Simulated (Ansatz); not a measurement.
Ansatz (an electronic-structure program) input (B3LYP-D3(BJ)/def2-TZVP):

Ansatz 0.2 input:
```yaml
crystal:
  periodic: [false, false, false]
  atoms:
    - {symbol: Si, position_ang: [0.08512521, 0.08333339, 0.08368655]}
    - {symbol: H, position_ang: [-0.93940997, -0.90765273, 0.67751647]}
    - {symbol: H, position_ang: [-0.91388705, 0.68123940, -0.93063229]}
    - {symbol: H, position_ang: [0.66154409, -0.94025419, -0.91849584]}
basis:
  gaussian:
    orbitals: def2-TZVP
hamiltonian:
  xc: b3lyp
  dispersion: d3bj
total_charge: -1
phonons: {temperatures: {t_min: 298.15, t_max: 298.15, t_step: 100}}
```

Output:

```
Functional definition: B3LYP
integrals: 0.01 GiB planned
393 factors; their error is unknown
mean field: 0.10 GiB planned
mean field evaluation 1: about -7926.7194 eV, gradient 7.4e0 eV
mean field evaluation 2: about -7926.8281 eV, gradient 3.9e0 eV
mean field evaluation 4: about -7926.8723 eV, gradient 1.3e-1 eV
mean field evaluation 8: about -7926.8974 eV, gradient 1.5e-2 eV
mean field -7926.89737604 eV, -291.3081055254 hartree, gradient 7.5e-5 eV, S^2 0.000000; 0 other end points of the search recorded, 0 dependent functions left out
the calculation of the forces begins
reference -7926.89758777 eV, -291.3081133065 hartree; 9, 9 occupied and 46, 46 virtual orbitals, 393 factors
these checks for a lower state are left out or cut short: stability, starts, cluster_reference, orbital_swaps, neighbouring_geometries, increment
integrals: 0.01 GiB planned
393 factors; their error is unknown
mean field: 0.10 GiB planned
mean field evaluation 16: about -7926.8973 eV, gradient 2.2e-5 eV
mean field -7926.89732063 eV, -291.3081034891 hartree, gradient 2.9e-6 eV, S^2 0.000000; 0 other end points of the search recorded, 0 dependent functions left out
the calculation of the forces begins
reference -7926.89753237 eV, -291.3081112706 hartree; 9, 9 occupied and 46, 46 virtual orbitals, 393 factors
these checks for a lower state are left out or cut short: stability, starts, cluster_reference, orbital_swaps, neighbouring_geometries, increment
integrals: 0.01 GiB planned
393 factors; their error is unknown
mean field: 0.10 GiB planned
mean field -7926.89733824 eV, -291.3081041364 hartree, gradient 5.5e-7 eV, S^2 0.000000; 0 other end points of the search recorded, 0 dependent functions left out
the calculation of the forces begins
reference -7926.89754996 eV, -291.3081119170 hartree; 9, 9 occupied and 46, 46 virtual orbitals, 393 factors
these checks for a lower state are left out or cut short: stability, starts, cluster_reference, orbital_swaps, neighbouring_geometries, increment
integrals: 0.01 GiB planned
393 factors; their error is unknown
mean field: 0.10 GiB planned
mean field evaluation 32: about -7926.8973 eV, gradient 2.8e-6 eV
mean field -7926.89732432 eV, -291.3081036248 hartree, gradient 2.8e-6 eV, S^2 0.000000; 0 other end points of the search recorded, 0 dependent functions left out
the calculation of the forces begins
reference -7926.89753606 eV, -291.3081114059 hartree; 9, 9 occupied and 46, 46 virtual orbitals, 393 factors
these checks for a lower state are left out or cut short: stability, starts, cluster_reference, orbital_swaps, neighbouring_geometries, increment
integrals: 0.01 GiB planned
393 factors; their error is unknown
mean field: 0.10 GiB planned
mean field -7926.89733334 eV, -291.3081039562 hartree, gradient 5.5e-7 eV, S^2 0.000000; 0 other end points of the search recorded, 0 dependent functions left out
the calculation of the forces begins
reference -7926.89754507 eV, -291.3081117372 hartree; 9, 9 occupied and 46, 46 virtual orbitals, 393 factors
these checks for a lower state are left out or cut short: stability, starts, cluster_reference, orbital_swaps, neighbouring_geometries, increment
integrals: 0.01 GiB planned
393 factors; their error is unknown
mean field: 0.10 GiB planned
mean field -7926.89735866 eV, -291.3081048869 hartree, gradient 1.7e-6 eV, S^2 0.000000; 0 other end points of the search recorded, 0 dependent functions left out
the calculation of the forces begins
reference -7926.89757037 eV, -291.3081126669 hartree; 9, 9 occupied and 46, 46 virtual orbitals, 393 factors
these checks for a lower state are left out or cut short: stability, starts, cluster_reference, orbital_swaps, neighbouring_geometries, increment
integrals: 0.01 GiB planned
393 factors; their error is unknown
mean field: 0.10 GiB planned
mean field -7926.89735326 eV, -291.3081046882 hartree, gradient 1.5e-6 eV, S^2 0.000000; 0 other end points of the search recorded, 0 dependent functions left out
the calculation of the forces begins
reference -7926.89756501 eV, -291.3081124701 hartree; 9, 9 occupied and 46, 46 virtual orbitals, 393 factors
these checks for a lower state are left out or cut short: stability, starts, cluster_reference, orbital_swaps, neighbouring_geometries, increment
integrals: 0.01 GiB planned
393 factors; their error is unknown
mean field: 0.10 GiB planned
mean field -7926.89735938 eV, -291.3081049131 hartree, gradient 1.7e-6 eV, S^2 0.000000; 0 other end points of the search recorded, 0 dependent functions left out
the calculation of the forces begins
reference -7926.89757113 eV, -291.3081126949 hartree; 9, 9 occupied and 46, 46 virtual orbitals, 393 factors
these checks for a lower state are left out or cut short: stability, starts, cluster_reference, orbital_swaps, neighbouring_geometries, increment
integrals: 0.01 GiB planned
393 factors; their error is unknown
mean field: 0.10 GiB planned
mean field -7926.89735445 eV, -291.3081047322 hartree, gradient 1.5e-6 eV, S^2 0.000000; 0 other end points of the search recorded, 0 dependent functions left out
the calculation of the forces begins
reference -7926.89756617 eV, -291.3081125125 hartree; 9, 9 occupied and 46, 46 virtual orbitals, 393 factors
these checks for a lower state are left out or cut short: stability, starts, cluster_reference, orbital_swaps, neighbouring_geometries, increment
integrals: 0.01 GiB planned
393 factors; their error is unknown
mean field: 0.10 GiB planned
mean field evaluation 64: about -7926.8723 eV, gradient 7.0e-2 eV
mean field -7926.89736685 eV, -291.3081051877 hartree, gradient 2.0e-6 eV, S^2 0.000000; 0 other end points of the search recorded, 0 dependent functions left out
the calculation of the forces begins
reference -7926.89757859 eV, -291.3081129689 hartree; 9, 9 occupied and 46, 46 virtual orbitals, 393 factors
these checks for a lower state are left out or cut short: stability, starts, cluster_reference, orbital_swaps, neighbouring_geometries, increment
integrals: 0.01 GiB planned
393 factors; their error is unknown
mean field: 0.10 GiB planned
mean field -7926.89736440 eV, -291.3081050976 hartree, gradient 1.9e-6 eV, S^2 0.000000; 0 other end points of the search recorded, 0 dependent functions left out
the calculation of the forces begins
reference -7926.89757613 eV, -291.3081128786 hartree; 9, 9 occupied and 46, 46 virtual orbitals, 393 factors
these checks for a lower state are left out or cut short: stability, starts, cluster_reference, orbital_swaps, neighbouring_geometries, increment
integrals: 0.01 GiB planned
393 factors; their error is unknown
mean field: 0.10 GiB planned
mean field -7926.89734550 eV, -291.3081044032 hartree, gradient 1.9e-6 eV, S^2 0.000000; 0 other end points of the search recorded, 0 dependent functions left out
the calculation of the forces begins
reference -7926.89755719 eV, -291.3081121826 hartree; 9, 9 occupied and 46, 46 virtual orbitals, 393 factors
these checks for a lower state are left out or cut short: stability, starts, cluster_reference, orbital_swaps, neighbouring_geometries, increment
integrals: 0.01 GiB planned
393 factors; their error is unknown
mean field: 0.10 GiB planned
mean field -7926.89733846 eV, -291.3081041444 hartree, gradient 1.5e-6 eV, S^2 0.000000; 0 other end points of the search recorded, 0 dependent functions left out
the calculation of the forces begins
reference -7926.89755023 eV, -291.3081119270 hartree; 9, 9 occupied and 46, 46 virtual orbitals, 393 factors
these checks for a lower state are left out or cut short: stability, starts, cluster_reference, orbital_swaps, neighbouring_geometries, increment
integrals: 0.01 GiB planned
393 factors; their error is unknown
mean field: 0.10 GiB planned
mean field -7926.89736908 eV, -291.3081052695 hartree, gradient 1.9e-6 eV, S^2 0.000000; 0 other end points of the search recorded, 0 dependent functions left out
the calculation of the forces begins
reference -7926.89758084 eV, -291.3081130518 hartree; 9, 9 occupied and 46, 46 virtual orbitals, 393 factors
these checks for a lower state are left out or cut short: stability, starts, cluster_reference, orbital_swaps, neighbouring_geometries, increment
integrals: 0.01 GiB planned
393 factors; their error is unknown
mean field: 0.10 GiB planned
mean field evaluation 96: about -7926.8724 eV, gradient 6.8e-2 eV
mean field -7926.89736744 eV, -291.3081052096 hartree, gradient 1.6e-6 eV, S^2 0.000000; 0 other end points of the search recorded, 0 dependent functions left out
the calculation of the forces begins
reference -7926.89757914 eV, -291.3081129893 hartree; 9, 9 occupied and 46, 46 virtual orbitals, 393 factors
Total energy: -7926.96754059 eV, -291.3106840252 hartree
Atom 0 at     0.085125     0.083333     0.083687 Å, force    -0.000016     0.000059     0.000058 eV/Å
Atom 1 at    -0.939410    -0.907653     0.677516 Å, force     0.000028    -0.000044     0.000004 eV/Å
Atom 2 at    -0.913887     0.681239    -0.930632 Å, force     0.000029     0.000003    -0.000044 eV/Å
Atom 3 at     0.661544    -0.940254    -0.918496 Å, force    -0.000041    -0.000018    -0.000018 eV/Å
Dipole moment:    -0.013389    -0.013102    -0.013158 e Å
Vibrations: 887.98 963.35 963.43 1877.64 1877.65 1896.14 cm⁻¹, zero-point energy 0.524837 eV
```

Whether it binds its extra electron was not tested at this geometry.
